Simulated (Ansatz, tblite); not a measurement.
**The cluster FeS₂−: one state, many levels**

Aim: run the doublet of the cluster FeS₂− at one geometry on many levels, and compare frontier levels, spin and run time.

Program: Ansatz 0.2.0, Gaussian basis. Level of theory: as each input shows. These are calculated values, not measurements.

Levels to be run: GFN1-xTB, GFN2-xTB, PBE-D4/def2-TZVPD, r2SCAN-D4/def2-TZVPD, LDA/def2-TZVPD, CAM-B3LYP-D4/def2-TZVPD, r2SCAN0-D4/def2-TZVPD, BLYP-D4/def2-TZVPD, PBE-QIDH/def2-TZVPD, PBE-D4/def2-SVPD, PBE0-D4/def2-SVPD, HF/STO-3G.

1 further run of the same task is left out (for a known fault of the program).

### Step 1. The structure

The doublet was relaxed beforehand with PBE0-D4/def2-TZVPD. At that level it is the lowest of the isomers that a small search found.

3 atoms, charge -1, spin multiplicity 2.

Bond lengths: Fe1–S2 2.225 Å, Fe1–S3 2.277 Å, S2–S3 2.083 Å. Angles: S2–Fe1–S3 55.1°, Fe1–S2–S3 63.7°, Fe1–S3–S2 61.2°.

No spin-orbit coupling is included. The ion is computed in the gas phase, without counter-ions or solvent.

PBE0-D4/def2-TZVPD was run before; its log isn't repeated, and its numbers join the tables.

### Step 2. GFN1-xTB

Tight binding, by tblite at 300 K electronic temperature and without a spin-polarisation term:

```python
tblite.interface.Calculator('GFN1-xTB', numbers, positions, charge=-1, uhf=1).singlepoint()
```

Energy -286.4536 eV; 0.01 s.

### Step 3. GFN2-xTB

Tight binding, by tblite at 300 K electronic temperature and without a spin-polarisation term:

```python
tblite.interface.Calculator('GFN2-xTB', numbers, positions, charge=-1, uhf=1).singlepoint()
```

Energy -266.3814 eV; 0.007 s.

### Step 4. PBE-D4/def2-TZVPD

start.molden holds the orbitals of an earlier run on this state, given as this run's starting guess.

Input file in.yaml:

```yaml
crystal:
  periodic: [false, false, false]
  atoms:
    - {symbol: Fe, position_ang: [-1.320675, 0.084109, 0.135491]}
    - {symbol: S, position_ang: [0.696315, 0.999023, -0.077885]}
    - {symbol: S, position_ang: [0.624350, -1.083122, -0.057606]}
basis:
  gaussian: {orbitals: def2-TZVPD, initial_orbitals: start.molden}
total_charge: -1
magnetization: {spin_polarized: true, initial_magnetization: 1}
hamiltonian: {xc: pbe, dispersion: d4}
scf: {omitted_lower_state_checks: [starts]}
output: {orbitals: {seedname: orbitals}}
```

On the command line:

```sh
ansatz run in.yaml --threads 2 --pin off --events-out ev --progress --plain --max-ram 4352MiB
```

Further steps of the session: r2SCAN-D4/def2-TZVPD; LDA/def2-TZVPD; CAM-B3LYP-D4/def2-TZVPD; r2SCAN0-D4/def2-TZVPD; BLYP-D4/def2-TZVPD; PBE-QIDH/def2-TZVPD; PBE-D4/def2-SVPD; PBE0-D4/def2-SVPD; HF/STO-3G.

Before running them: what should the planned runs give, taken together? Wanted: gap in def2-TZVPD, named functionals, smallest and largest; ⟨S²⟩ in def2-TZVPD, named functionals, smallest and largest; PBE0 total energy, smallest basis above largest.

The runs gave:

```
                                                   quantity                                     value
 gap in def2-TZVPD, named functionals, smallest and largest  0.02 eV (PBE-D4), 3.35 eV (CAM-B3LYP-D4)
⟨S²⟩ in def2-TZVPD, named functionals, smallest and largest                              1.963, 2.732
            PBE0 total energy, smallest basis above largest          12.05 eV (def2-SVPD, def2-TZVPD)
```

What this shows: Orbital gaps of the named functionals in def2-TZVPD span 0.02 eV (PBE-D4) to 3.35 eV (CAM-B3LYP-D4); exact exchange widens it. LDA leaves an empty level below a filled one, so this occupation isn't an aufbau state there; left out of the range. Over the named functionals in def2-TZVPD spin contamination reaches 1.98 (r2SCAN0-D4), and every level is far from pure, so all describe a mixture with higher spin. PBE-D4, BLYP-D4, r2SCAN-D4, PBE0-D4 put the HOMO above zero: the outermost electron is held by the basis alone.
